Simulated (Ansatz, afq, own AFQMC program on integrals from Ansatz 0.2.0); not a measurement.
# B₂, triplet in cc-pVDZ, levels against full CI

| atom | x (Å) | y (Å) | z (Å) |
| --- | --- | --- | --- |
| B | 0.0000 | 0.0000 | 0.0000 |
| B | 0.0000 | 0.0000 | 3.4440 |

Basis cc-pVDZ. Only valence electrons are correlated. Ansatz 0.2.0 and our own AFQMC program on the same integrals; the CISD trial comes from CCSD amplitudes, and released means the phaseless constraint is let go. Uncertainties: one standard error, sampling alone.

Determinant: UHF, the one that the program's search chose, which needn't be the lowest solution. The geometry is a point of a scan.

Full CI on the same integrals is exact in this basis and with this determinant's frozen core.

Cautions: lower spins were not checked; the CCSDTQ amplitudes may be one of several solutions (largest double 0.80); the released energy hasn't reached full CI (93 meV above it at 2.40 1/Eh), so no released level is given (meV from the phaseless value at times in 1/Eh: -6 ± 3 at 0.24, -12 ± 3 at 0.51, -11.8 ± 2.3 at 0.99, -20.2 ± 2.3 at 1.62, -18 ± 3 at 2.40).

The T1 diagnostic is 0.0163. The weight of the determinant in the CISD state is 0.872. The ⟨S²⟩ of the determinant is 2.017. The size of the correlated space is 6 electrons in 26 orbitals.

```json
{"level": "MP2", "correlation energy (eV)": "-2.0290"}
{"level": "CCSD", "correlation energy (eV)": "-3.2344"}
{"level": "CCSD(T)", "correlation energy (eV)": "-3.2888"}
```

(1) Estimate where full CI lies against CCSD(T) on the same integrals.

(1) 11.5 kJ/mol below CCSD(T).

Reference: full CI, correlation energy -3.408 eV.

| level | E − E(reference) (kJ/mol) | share of correlation (%) |
| --- | --- | --- |
| CCSD(T) | 11.5 | 96.51 |
| CCSDT | 4.5 | 98.62 |
| CCSDT(Q) | 2.1 | 99.35 |
| CCSDTQ | 0.2 | 99.95 |
| ph-AFQMC/HF | 32.0 ± 2.4 | 90.27 |
| ph-AFQMC/CISD | 10.7 ± 0.3 | 96.73 |

CCSDT and higher add their correlation energy to the determinant of the CCSD(T) run, since their own runs factorise the integrals more tightly (a shift of under 2 meV).
